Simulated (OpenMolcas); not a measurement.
**BHCl (SMILES [BH]Cl), step by step**

Aim: a single-point energy (UHF/STO-3G), then the energy (CASSCF(3,3)/STO-3G), then a single-point energy (CASPT2(3,3)/STO-3G), then the energy (SC-NEVPT2(3,3)/STO-3G), then a single-point energy (MRCI(3,3)/STO-3G) of BHCl. 

The results are computed with OpenMolcas 26.06.

**1. The structure to begin with**

BHCl has 3 atoms, charge 0, and is taken as a doublet. SMILES: `[BH]Cl`. The B1–H3 distance was set to 2.341 Å, away from the relaxed value. At this shape a bond of the SMILES string is far longer than usual.

Bond lengths: B1–Cl2 1.662 Å.

**2. The energy at UHF/STO-3G (run 1)**

step1.input reads:

```
&GATEWAY
 BasLib=$CurrDir
 Coord
 3
 angstrom
 B        1.097257      -0.591384       0.517679
 Cl       1.932437       0.710686       1.125379
 H       -0.966200      -0.355340      -0.562680
 Basis=STO-3G
 Group=NoSym

&SEWARD

&SCF
 UHF
 Spin=2
 Scramble=0.25
 PrOrbitals=1 1
```

The basis set STO-3G is read from a file made from the Basis Set Exchange's data (not shown).

Launch:

```bash
$ export MOLCAS_MEM=1860
$ pymolcas step1.input > step1.log
```

The log of the run:

```text
--- Start Module: gateway ---
[...]
--- Stop Module: gateway /rc=_RC_ALL_IS_WELL_ ---
--- Start Module: seward ---
[...]
      Basis functions           15
--- Stop Module: seward /rc=_RC_ALL_IS_WELL_ ---
--- Start Module: scf ---
[...]
       Convergence after  24 Iterations
[...]
::    Total SCF energy                               -479.3206830057
[...]
      Total spin, S                                     0.6679026239
[...]
      Total electronic charge=   23.000000
      Total            charge=   -0.000000
[...]
      Dipole Moment (debye):
      Origin of the operator (angstrom)=    1.6746    0.3827    0.9468
                   X= -1.4362E-01               Y= -3.6747E-01               Z= -1.2201E-01           Total=  4.1297E-01
      Quadrupole Moment (debye*angstrom):
[...]
--- Stop Module: scf /rc=_RC_ALL_IS_WELL_ ---
[...]
```

Run time: 1.2 s. Hardware: 1 thread of Intel Xeon 6975P-C (Granite Rapids), shared host; peak memory 0.37 GiB.

**3. The energy at CASSCF(3,3)/STO-3G (run 2)**

step2.inp reads:

```
&GATEWAY
 BasLib=$CurrDir
 Coord
 3
 angstrom
 B        1.097257      -0.591384       0.517679
 Cl       1.932437       0.710686       1.125379
 H       -0.966200      -0.355340      -0.562680
 Basis=STO-3G
 Group=NoSym

&SEWARD

&RASSCF
 FileOrb=$CurrDir/step1.UnaOrb
 Spin=2
 Nactel=3 0 0
 Inactive=10
 Ras2=3
 OrbListing=Nothing
 OrbAppear=Compact
```

The basis set STO-3G is read from a file made from the Basis Set Exchange's data (not shown).

Launch:

```bash
$ export MOLCAS_MEM=1860
$ pymolcas step2.inp > step2.log
```

The log of the run:

```text
--- Start Module: gateway ---
[...]
--- Stop Module: gateway /rc=_RC_ALL_IS_WELL_ ---
--- Start Module: seward ---
[...]
      Basis functions           15
--- Stop Module: seward /rc=_RC_ALL_IS_WELL_ ---
--- Start Module: rasscf ---
[...]
      Number of active orbitals                  3
[...]
      Spin quantum number                      0.5
[...]
      Active orbitals                            3
[...]
      Number of CSFs                             8
[...]
      Number of root(s) required                 1
[...]
      Convergence after 13 iterations
[...]
      printout of CI-coefficients larger than  0.05 for root  1
      energy=    -479.333563
      conf/sym  111     Coeff  Weight
             1  2u0  -0.94147 0.88636
             4  udu   0.24618 0.06060
             6  uud   0.14214 0.02020
             8  0u2  -0.18063 0.03263
      Natural orbitals and occupation numbers for root  1
      sym 1:   1.853680   0.999960   0.146360
      ************************************************************************************************************************
      *                                                    Final results                                                     *
[...]
::    RASSCF root number  1 Total energy:   -479.33356258
[...]
      Total electronic charge=   23.000000
      Total            charge=   -0.000000
[...]
      Dipole Moment (debye):
      Origin of the operator (angstrom)=    1.6746    0.3827    0.9468
                   X= -1.2342E-01               Y= -3.4614E-01               Z= -1.0855E-01           Total=  3.8318E-01
      Quadrupole Moment (debye*angstrom):
[...]
--- Stop Module: rasscf /rc=_RC_ALL_IS_WELL_ ---
[...]
```

Run time: 1.2 s. Hardware: 1 thread of Intel Xeon 6975P-C (Granite Rapids), shared host; peak memory 0.37 GiB.

**4. The energy at CASPT2(3,3)/STO-3G (run 3)**

step3.input reads:

```
* BClH CASPT2
>>> EXPORT MOLCAS_PRINT=2
&GATEWAY
BasLib
$CurrDir
Coord
3
angstrom
B        1.097257      -0.591384       0.517679
Cl       1.932437       0.710686       1.125379
H       -0.966200      -0.355340      -0.562680
Basis
STO-3G
Group
NoSym
&SEWARD
&RASSCF
FileOrb
$CurrDir/step2.RasOrb
Spin
2
Nactel
3 0 0
Inactive
10
Ras2
3
OrbListing
Nothing
OrbAppear
Compact
&CASPT2
Imaginary
0.1
Frozen
6
```

The basis set STO-3G is read from a file made from the Basis Set Exchange's data (not shown).

Launch:

```bash
$ export MOLCAS_MEM=1860
$ pymolcas step3.input > step3.log
```

The log of the run:

```text
--- Start Module: gateway ---
[...]
--- Stop Module: gateway /rc=_RC_ALL_IS_WELL_ ---
[...]
      Basis functions           15
[...]
--- Start Module: rasscf ---
[...]
      Number of active orbitals                  3
[...]
      Spin quantum number                      0.5
[...]
      Active orbitals                            3
[...]
      Number of CSFs                             8
[...]
      Number of root(s) required                 1
[...]
      Convergence after  4 iterations
[...]
      printout of CI-coefficients larger than  0.05 for root  1
      energy=    -479.333563
      conf/sym  111     Coeff  Weight
             1  2u0  -0.94147 0.88636
             4  udu   0.24617 0.06060
             6  uud   0.14214 0.02020
             8  0u2  -0.18063 0.03263
      Natural orbitals and occupation numbers for root  1
      sym 1:   1.853681   0.999960   0.146359
      ************************************************************************************************************************
      *                                                    Final results                                                     *
[...]
::    RASSCF root number  1 Total energy:   -479.33356258
[...]
      Total electronic charge=   23.000000
      Total            charge=   -0.000000
[...]
      Dipole Moment (debye):
      Origin of the operator (angstrom)=    1.6746    0.3827    0.9468
                   X= -1.2341E-01               Y= -3.4613E-01               Z= -1.0855E-01           Total=  3.8317E-01
      Quadrupole Moment (debye*angstrom):
[...]
--- Stop Module: rasscf /rc=_RC_ALL_IS_WELL_ ---
--- Start Module: caspt2 ---
[...]
 ###    WARNING: User changed nr of frozen orbitals.                         ###
 ###############################################################################
[...]
      E2 (Variational):          -0.0295791795
      Total energy:            -479.3631417640
[...]
      Reference weight:           0.98171
[...]
::    CASPT2 Root  1     Total energy:   -479.36314176
[...]
--- Stop Module: caspt2 /rc=_RC_ALL_IS_WELL_ ---
[...]
```

Run time: 1.1 s. Hardware: 1 thread of Intel Xeon 6975P-C (Granite Rapids), shared host; peak memory 0.37 GiB.

**5. A single-point energy at SC-NEVPT2(3,3)/STO-3G (run 4)**

step4.inp reads:

```
&GATEWAY
 BasLib
 $CurrDir
 Coord
 3
 angstrom
 B        1.097257      -0.591384       0.517679
 Cl       1.932437       0.710686       1.125379
 H       -0.966200      -0.355340      -0.562680
 Basis
 STO-3G
 Group
 NoSym

&SEWARD

&RASSCF
 FileOrb
 $CurrDir/step2.RasOrb
 Spin
 2
 Nactel
 3 0 0
 Inactive
 10
 Ras2
 3
 OrbListing
 Nothing
 OrbAppear
 Compact

&CASPT2
 SC-NEVPT2
 Frozen
 6
```

The basis set STO-3G is read from a file made from the Basis Set Exchange's data (not shown).

Launch:

```bash
$ export MOLCAS_MEM=1860
$ pymolcas step4.inp > step4.log
```

The log of the run:

```text
--- Start Module: gateway ---
[...]
--- Stop Module: gateway /rc=_RC_ALL_IS_WELL_ ---
[...]
      Basis functions           15
[...]
--- Start Module: rasscf ---
[...]
      Number of active orbitals                  3
[...]
      Spin quantum number                      0.5
[...]
      Active orbitals                            3
[...]
      Number of CSFs                             8
[...]
      Number of root(s) required                 1
[...]
      Convergence after  4 iterations
[...]
      printout of CI-coefficients larger than  0.05 for root  1
      energy=    -479.333563
      conf/sym  111     Coeff  Weight
             1  2u0  -0.94147 0.88636
             4  udu   0.24617 0.06060
             6  uud   0.14214 0.02020
             8  0u2  -0.18063 0.03263
      Natural orbitals and occupation numbers for root  1
      sym 1:   1.853681   0.999960   0.146359
      ************************************************************************************************************************
      *                                                    Final results                                                     *
[...]
::    RASSCF root number  1 Total energy:   -479.33356258
[...]
      Total electronic charge=   23.000000
      Total            charge=   -0.000000
[...]
      Dipole Moment (debye):
      Origin of the operator (angstrom)=    1.6746    0.3827    0.9468
                   X= -1.2341E-01               Y= -3.4613E-01               Z= -1.0855E-01           Total=  3.8317E-01
      Quadrupole Moment (debye*angstrom):
[...]
--- Stop Module: rasscf /rc=_RC_ALL_IS_WELL_ ---
--- Start Module: caspt2 ---
[...]
 ###    WARNING: User changed nr of frozen orbitals.                         ###
 ###############################################################################
[...]
      E2 (Variational):          -0.0269245366
[...]
      E2 (Variational):          -0.0268687725
      Total energy:            -479.3604313571
[...]
      Reference weight:           0.98508
[...]
::    SC-NEVPT2 Root  1     Total energy:   -479.36043136
[...]
--- Stop Module: caspt2 /rc=_RC_ALL_IS_WELL_ ---
[...]
```

Run time: 1.1 s. Hardware: 1 thread of Intel Xeon 6975P-C (Granite Rapids), shared host; peak memory 0.37 GiB.

**6. The energy at MRCI(3,3)/STO-3G (run 5)**

step5.input reads:

```
>>> EXPORT MOLCAS_PRINT=2

&GATEWAY
 BasLib=$CurrDir
 Coord
 3
 angstrom
 B        1.097257      -0.591384       0.517679
 Cl       1.932437       0.710686       1.125379
 H       -0.966200      -0.355340      -0.562680
 Basis=STO-3G
 Group=NoSym

&SEWARD

&RASSCF
 FileOrb=$CurrDir/step2.RasOrb
 Spin=2
 Nactel=3 0 0
 Inactive=10
 Ras2=3
 OrbListing=Nothing
 OrbAppear=Compact

&MOTRA
 LumOrb
 Frozen=6

&GUGA
 Electrons=11
 Spin=2
 Inactive=4
 Active=3
 CIAll=1

&MRCI
 SDCI
```

The basis set STO-3G is read from a file made from the Basis Set Exchange's data (not shown).

Launch:

```bash
$ export MOLCAS_MEM=1860
$ pymolcas step5.input > step5.log
```

The log of the run:

```text
--- Start Module: gateway ---
[...]
--- Stop Module: gateway /rc=_RC_ALL_IS_WELL_ ---
[...]
      Basis functions           15
[...]
      Number of active orbitals                  3
[...]
      Spin quantum number                      0.5
[...]
      Active orbitals                            3
[...]
      Number of CSFs                             8
[...]
      Number of root(s) required                 1
[...]
      Convergence after  4 iterations
[...]
      printout of CI-coefficients larger than  0.05 for root  1
      energy=    -479.333563
      conf/sym  111     Coeff  Weight
             1  2u0  -0.94147 0.88636
             4  udu   0.24617 0.06060
             6  uud   0.14214 0.02020
             8  0u2  -0.18063 0.03263
      Natural orbitals and occupation numbers for root  1
      sym 1:   1.853681   0.999960   0.146359
      ************************************************************************************************************************
      *                                                    Final results                                                     *
[...]
::    RASSCF root number  1 Total energy:   -479.33356258
[...]
      Dipole Moment (debye):
      Origin of the operator (angstrom)=    1.6746    0.3827    0.9468
                   X= -1.2341E-01               Y= -3.4613E-01               Z= -1.0855E-01           Total=  3.8317E-01
      Quadrupole Moment (debye*angstrom):
[...]
      *** WARNING: Default frozen orbitals is overwritten by user input.
      *** Default values:   6
[...]
--- Start Module: guga ---
[...]
--- Stop Module: guga /rc=_RC_ALL_IS_WELL_ ---
--- Start Module: mrci ---
[...]
       (But an ACPF correction will be computed)
       USE THE DEFAULT ACPF G-VALUE GFAC=  0.18181818181818182
[...]
                      CI ENERGY:  -479.37518666
[...]
                ACPF CORRECTION:    -0.00177181
[...]
      Total electronic charge=   23.000000
      Total            charge=   -0.000000
[...]
     ACPF CORRECTION:     -0.00177181
[...]
  CI State   1     Total energy:   -479.37518666     QDav:     -0.00218623     QACPF:     -0.00177181
[...]
--- Stop Module: mrci /rc=_RC_ALL_IS_WELL_ ---
[...]
```

Run time: 1.2 s. Hardware: 1 thread of Intel Xeon 6975P-C (Granite Rapids), shared host; peak memory 0.37 GiB.

**7. Outcome**

| quantity | value |
| --- | --- |
| run 1, UHF/STO-3G: total energy | -479.32068 Eh |
| run 1, UHF/STO-3G: dipole moment | 0.41 D |
| run 1, UHF/STO-3G: HOMO energy (highest over α and β) | -8.53 eV |
| run 1, UHF/STO-3G: LUMO energy (lowest over α and β) | 6.64 eV |
| run 1, UHF/STO-3G: ⟨S²⟩ | 1.114 |
| run 2, CASSCF(3,3)/STO-3G: total energy | -479.33356 Eh |
| run 2, CASSCF(3,3)/STO-3G: dipole moment (CASSCF density) | 0.38 D |
| run 3, CASPT2(3,3)/STO-3G: total energy | -479.36314 Eh |
| run 3, CASPT2(3,3)/STO-3G: dipole moment (CASSCF density) | 0.38 D |
| run 4, SC-NEVPT2(3,3)/STO-3G: total energy | -479.36043 Eh |
| run 4, SC-NEVPT2(3,3)/STO-3G: dipole moment (CASSCF density) | 0.38 D |
| run 5, MRCI(3,3)/STO-3G: total energy | -479.37519 Eh |
| run 5, MRCI(3,3)/STO-3G: dipole moment (CASSCF density) | 0.38 D |

What this shows: ⟨S²⟩ (run 1, UHF/STO-3G) is 1.11 where a pure doublet has 0.75: the reference is spin-contaminated. Mulliken charges (run 2, CASSCF(3,3)/STO-3G) run from -0.22 on Cl2 to +0.23 on B1; they depend strongly on the basis. Mulliken charges (run 4, SC-NEVPT2(3,3)/STO-3G) of the CASSCF density run from -0.22 on Cl2 to +0.23 on B1; they depend strongly on the basis.
